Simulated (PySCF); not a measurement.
**How methods differ on the ionisation energy of O**

O [He] 2s2 2p4 (3P) → O+ [He] 2s2 2p3 (4S), as a difference of total energies. All numbers are calculated (PySCF 2.14, the spin-free X2C one-electron Hamiltonian (Gaussian nucleus), in cc-pVDZ-DK (3s2p1d, 14 functions)). Correlated levels: valence: 1s2 frozen. The calculations carry no spin-orbit coupling.

| method | ionisation energy (eV) |
| --- | --- |
| UHF | 11.954 |
| BP86 | 13.980 |
| PBE | 13.781 |
| MP2 (valence) | 12.828 |
| SCS-MP2 (valence) | 12.849 |
| CCSD (valence) | 12.833 |
| CCSD(T) (valence) | 12.839 |

Question: How much does correlation contribute at CCSD(T) (valence)?

Answer: 12.839 − (11.954) = 0.885 eV, measured against UHF.

Errors of the correlated levels include the incompleteness of this basis and the frozen core.

For comparison: 13.608 eV (measured; NIST levels, between the centres of gravity of the two terms).
